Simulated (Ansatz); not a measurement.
The input, for Ansatz 0.2.0:

```yaml
crystal:
  periodic: [false, false, false]
  atoms:
    - {symbol: Ga, position_ang: [0.000000, -0.073993, 1.754659]}
    - {symbol: N, position_ang: [0.000000, 0.618563, 0.000000]}
    - {symbol: Ga, position_ang: [0.000000, -0.073993, -1.754659]}
    - {symbol: H, position_ang: [0.000000, 1.640972, 0.000000]}
basis:
  gaussian: {orbitals: cc-pVDZ}
magnetization: {spin_polarized: false}
correlation: {method: ccsd, electrons: outside_noble_gas}
scf: {lower_state_search: light}
```

```sh
$ ansatz run in.yaml --threads 1 --pin off --events-out ev --progress --plain --max-ram 2393MiB
```

Log:

```
828 factors; integrals over basis functions are off by at most 1.5e-3 eV
mean field evaluation 1: about -106160.6956 eV, gradient 4.3e1 eV
mean field evaluation 2: about -106160.7063 eV, gradient 4.3e1 eV
mean field evaluation 4: about -106165.2013 eV, gradient 2.7e0 eV
mean field evaluation 8: about -106165.2439 eV, gradient 2.4e-4 eV
mean field evaluation 16: about -106165.2323 eV, gradient 1.4e-1 eV
mean field -106165.24385823 eV, -3901.5007504030 hartree, gradient 1.1e-6 eV, S^2 0.000000; 0 other end points of the search recorded, 0 dependent functions left out
29 core orbitals not correlated: weight in the atoms' cores, before any rotation towards them, 0.927 or more for the frozen orbitals, at most 0.072 for the correlated occupied ones
reference -106165.24385823 eV, -3901.5007504030 hartree; 6, 6 occupied and 38, 38 virtual orbitals, 828 factors
second order -7.20557956 eV of doubles, -0.00000000 eV of singles
cycle   1  -7.44442310 eV  change   -2.4e-1 eV  update   1.1e-1
cycle   2  -7.77796273 eV  change   -3.3e-1 eV  update   3.9e-2
cycle   3  -7.88489911 eV  change   -1.1e-1 eV  update   2.2e-2
cycle   4  -7.87677331 eV  change    8.1e-3 eV  update   4.7e-3
cycle   5  -7.87830706 eV  change   -1.5e-3 eV  update   2.0e-3
cycle   6  -7.87805518 eV  change    2.5e-4 eV  update   6.6e-4
cycle   7  -7.87782320 eV  change    2.3e-4 eV  update   2.2e-4
cycle   8  -7.87785755 eV  change   -3.4e-5 eV  update   7.4e-5
cycle   9  -7.87787408 eV  change   -1.7e-5 eV  update   2.0e-5
cycle  10  -7.87786692 eV  change    7.2e-6 eV  update   6.8e-6
Total energy: -106173.12172515 eV, -3901.7902566726 hartree
```

Ran on 1 thread of Arm Neoverse V1, shared host: 2.5 s wall, 0.14 GiB peak host memory.
